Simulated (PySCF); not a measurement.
## Working out the electron affinity of F

F⁻ [Ne] (1S) → F [He] 2s2 2p5 (2P). Computed with PySCF 2.14 in aug-cc-pCVTZ-DK (7s6p4d2f, 59 functions), with scalar relativity by spin-free X2C-1e. Frozen: 1s2. Energies in hartree (1 hartree = 27.21139 eV):

```tsv
part	F⁻ (lower)	F (upper)
UHF	-99.537284	-99.493777
CCSD correlation	-0.293528	-0.221582
(T)	-0.010618	-0.004604
```

**Question.** What does Hartree-Fock give?

**Answer.** (-99.493777) − (-99.537284) = 0.043507 hartree = 1.184 eV.

**Question.** What do CCSD and CCSD(T) give?

**Answer.** The CCSD correlation energies differ by 0.071946 hartree = 1.958 eV and the triples by 0.006014 hartree = 0.164 eV, so CCSD gives 3.142 eV and CCSD(T) 3.306 eV.

A first-order spin-orbit estimate adds -0.017 eV to CCSD(T) (valence), giving 3.289 eV against 3.401 eV (measured; photodetachment measurements, as compiled on the Wikipedia data page of electron affinities).

What remains against the reference includes basis incompleteness, the frozen core and higher excitations.
